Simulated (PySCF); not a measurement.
**Sulfur: a sound run and one with changed settings**

Sound run: S [Ne] 3s2 3p4, S+ [Ne] 3s2 3p3. Calculation: PySCF 2.14, in def2-SVP; the non-relativistic Hamiltonian (point nucleus). In the sound run the correlated levels freeze [Ne]. The sound run starts from symmetry-adapted Hartree-Fock orbitals and uses a fine grid where one is needed.

Changed run: basis STO-3G. This setting is unsound on purpose.

| species | method | sound run (hartree) | changed run (hartree) | converged |
| --- | --- | --- | --- | --- |
| S | UHF | -397.36640 | -393.13022 | yes |
| S | B3LYP | -397.99516 | -393.67264 | yes |
| S | r2SCAN | -397.94920 | -393.65556 | yes |
| S | MP2 | -397.44843 | -393.13022 | yes |
| S+ | UHF | -397.02866 | -392.92422 | yes |
| S+ | B3LYP | -397.61142 | -393.40787 | yes |
| S+ | r2SCAN | -397.56871 | -393.39973 | yes |
| S+ | MP2 | -397.09698 | -392.92422 | yes |

Ionisation energy of S:

```
 method  sound run (eV)  changed run (eV)
    UHF           9.190             5.606
  B3LYP          10.442             7.205
 r2SCAN          10.354             6.961
    MP2           9.563             5.606
SCS-MP2           9.603             5.606
```

A minimal basis cannot let orbitals breathe on ionisation and holds almost no correlation.

For comparison, NIST gives 10.360 eV between the lowest levels.
